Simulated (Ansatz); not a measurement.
# A ladder of methods for PH2 (SMILES [PH2])

The species is PH2 (3 atoms), meant as a doublet with charge 0. SMILES: `[PH2]`. Geometry: relaxed at PBE0-D4/def2-TZVP.

```csv
atom,x (Å),y (Å),z (Å)
P,0.5257,-0.3094,0.2582
H,0.1146,1.0515,0.1767
H,-0.6404,-0.7421,-0.4350
```

Quantity: the energy change with the P1–H3 bond stretched from 1.424 to 2.848 Å, in eV. The values are calculated.

```json
{"level": "USVWN5/6-31G* (spherical functions)", "kind": "LDA", "program": "Ansatz", "value (eV)": "3.34", "less FCI/6-31G*": "+0.64", "CPU time (all runs)": "2.1 s"}
{"level": "UPBE/6-31G* (spherical functions)", "kind": "GGA", "program": "Ansatz", "value (eV)": "3.12", "less FCI/6-31G*": "+0.42", "CPU time (all runs)": "4 s"}
{"level": "U-r2SCAN/6-31G* (spherical functions)", "kind": "meta-GGA", "program": "Ansatz", "value (eV)": "3.07", "less FCI/6-31G*": "+0.37", "CPU time (all runs)": "11 s"}
{"level": "U-r2SCAN0/6-31G* (spherical functions)", "kind": "hybrid meta-GGA", "program": "Ansatz", "value (eV)": "3.07", "less FCI/6-31G*": "+0.37", "CPU time (all runs)": "11 s"}
{"level": "UB3LYP/6-31G* (spherical functions)", "kind": "global hybrid", "program": "Ansatz", "value (eV)": "3.16", "less FCI/6-31G*": "+0.46", "CPU time (all runs)": "5.5 s"}
{"level": "UHSE06/6-31G* (spherical functions)", "kind": "range-separated hybrid", "program": "Ansatz", "value (eV)": "3.14", "less FCI/6-31G*": "+0.44", "CPU time (all runs)": "6.3 s"}
{"level": "UMP2/6-31G* (spherical functions)", "kind": "perturbation theory", "program": "Ansatz", "value (eV)": "2.74", "less FCI/6-31G*": "+0.04", "CPU time (all runs)": "0.59 s"}
{"level": "UCCSD(T)/6-31G* (spherical functions)", "kind": "coupled cluster or CI", "program": "Ansatz", "value (eV)": "2.78", "less FCI/6-31G*": "+0.08", "CPU time (all runs)": "1.1 s"}
{"level": "FCI/3-21G", "kind": "exact in the basis", "program": "Ansatz", "value (eV)": "2.33", "less FCI/6-31G*": "-0.37", "CPU time (all runs)": "1.5 s"}
{"level": "FCI/6-31G* (spherical functions)", "kind": "exact in the basis", "program": "Ansatz", "value (eV)": "2.70", "less FCI/6-31G*": "0.00", "CPU time (all runs)": "10 s"}
```

FCI/6-31G* (spherical functions) is exact within its basis and frozen core, so for wave-function methods in that basis the difference is their error; functionals converge differently with the basis, so for them it is only a difference. The first shape isn't each level's own minimum. The values span 2.33 to 3.34 eV. Spin contamination of the reference (⟨S²⟩ at least 0.1 too high) touches USVWN5/6-31G*, UPBE/6-31G*, U-r2SCAN/6-31G*, U-r2SCAN0/6-31G*, UB3LYP/6-31G*, UHSE06/6-31G*, UMP2/6-31G*, UCCSD(T)/6-31G*. High-level rows in very small sets aren't better than simpler rows in larger ones. Times are those of the runs behind each value, whatever else they computed, on shared processors of several kinds: orders of magnitude only.
